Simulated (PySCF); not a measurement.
Stepwise substitution at one centre (Si SH-H). Isolated molecules, 0 K electronic values unless said otherwise. One relaxed conformer stands for each flexible species; it need not be the lowest. Strings in code marks are SMILES.

The vertical ionisation energy (Delta-SCF) from two functionals at the same geometries (PBE0-D3(BJ)/def2-TZVP), both in PySCF: PBE-D3(BJ)/def2-TZVP and PBE0-D3(BJ)/def2-TZVP. Delta-SCF ions had no search for a lower state. 

| species | PBE0-D3(BJ)/def2-TZVP (eV) |
|---|---|
| 1 of 4 SH replaced by H (`S[SiH](S)S`) | 9.42 |
| 2 of 4 SH replaced by H (`S[SiH2]S` (H–S–Si–S torsion 56°, S–Si–S–H torsion 56°)) | 9.49 |
| 3 of 4 SH replaced by H | 9.84 |
| 4 of 4 SH replaced by H (`[SiH4]`) | 12.43 |

Problem. What does PBE-D3(BJ)/def2-TZVP give for each?

Solution. 
- 1 of 4 SH replaced by H (`S[SiH](S)S`): 8.97
- 2 of 4 SH replaced by H (`S[SiH2]S` (H–S–Si–S torsion 56°, S–Si–S–H torsion 56°)): 9.17
- 3 of 4 SH replaced by H: 9.70
- 4 of 4 SH replaced by H (`[SiH4]`): 12.13
Over these rows, drawn at random from the members with no instability flagged (it was tested for open shells, ions and some series alone), PBE minus PBE0-D3(BJ): mean -0.30 eV, from -0.45 eV to -0.14 eV.
